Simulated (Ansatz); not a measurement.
**HS2 (quartet): wave-function methods side by side, def2-TZVPP**

An exercise on one series of results from a longer session: the logs are not shown, and one member is left open.

The runs use Ansatz 0.2.0, Gaussian basis; def2-TZVPP, core rule «outside noble gas», up to 10 orbitals frozen.

To be run: UHF; ROHF; CCSD(T) on UHF.

2 further runs of the same task are left out: 2 set aside as unsound or not needed.

## The geometry

The geometry is a PBE0/def2-TZVP stationary point (not a proven minimum) of the parent state, kept for this charge and spin.

3 atoms, charge 0, spin multiplicity 4.

Atoms are counted from 1 here; the program's logs count them from 0.

Bond lengths: S1–S2 1.957 Å, S1–H3 1.356 Å. Angles: S2–S1–H3 102.1°.

The first run:

The input, in.yaml:

```yaml
crystal:
  periodic: [false, false, false]
  atoms:
    - {symbol: S, position_ang: [0.000000, -0.071294, 0.956654]}
    - {symbol: S, position_ang: [0.000000, 0.032394, -0.997818]}
    - {symbol: H, position_ang: [0.000000, 1.237507, 1.309550]}
basis:
  gaussian: {orbitals: def2-TZVPP}
magnetization: {spin_polarized: true, initial_magnetization: 3}
hamiltonian: {xc: hf}
output: {orbitals: {seedname: orbitals}}
```

On the command line:

```
ansatz run in.yaml --threads 1 --pin off --events-out ev --progress --plain --max-ram 4096MiB --backend cpu
```

Steps of the session up to this table: UHF; ROHF; CCSD(T) on UHF.

One table of the session follows, with a row left open; its other results are not shown here.

It belongs to the step «Misses and costs». 

```
  method  from UCCSD(T) (meV)
    ROHF             +10532.7
     UHF             +10223.5
    UMP2                    ?
   UCCSD               +507.4
UCCSD(T)                    0
```

**Question.** Estimate the row for UMP2.

**Answer.** from UCCSD(T) (meV): +1446.3. In the column «from UCCSD(T) (meV)» it lies between UCCSD (+507.4) and UHF (+10223.5).
